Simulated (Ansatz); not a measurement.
Property card for V₈N

The calculation used DFT PBEsol, scalar-relativistic, plane waves, PAW (Ansatz).

Settings: cutoff 420 eV, Γ-centred mesh 4×4×12 on the computed 18-atom cell, Gaussian smearing of 0.10 eV; no spin polarisation.

The structure is relaxed at this level of theory with its symmetry kept. Whether it is the stable form of this composition wasn't checked.

It takes space group P4_2/mnm (No. 136, tetragonal). Conventional cell: a = 8.615 Å, b = 8.615 Å, c = 2.941 Å, α = 90.00°, β = 90.00°, γ = 90.00°. V (site symmetry m2m) is surrounded by 1 N at 1.92 Å. Around V (site symmetry m2m) lie 2 N at 2.00 Å. Around V (site symmetry m) lie 8 V at 2.47 to 2.69 Å. Around N (site symmetry mmm) lie 6 V at 1.92 to 2.00 Å.

| Item | Value |
| --- | --- |
| Volume per atom | 12.12 Å³ |
| Formation energy from the elements' standard states (uncorrected) | -0.379 eV/atom |
| Kohn–Sham band gap | none (metal) |
| Density of states at the Fermi level | 17.33 states/eV per cell |
| Löwdin character within 0.5 eV of the Fermi level | V 3d 88 %, unprojected 5 % |
| Bulk modulus | 218 GPa |
| Its pressure derivative | 4.0 |

A ferromagnetic start lost its moments in a first run, so spin was left out; other magnetic orders weren't tried.

Cost: 9 runs of about 2.4 core-hours in all, on Intel Xeon Processor @ 2.50GHz (Skylake/Cascade Lake) (shared hosts).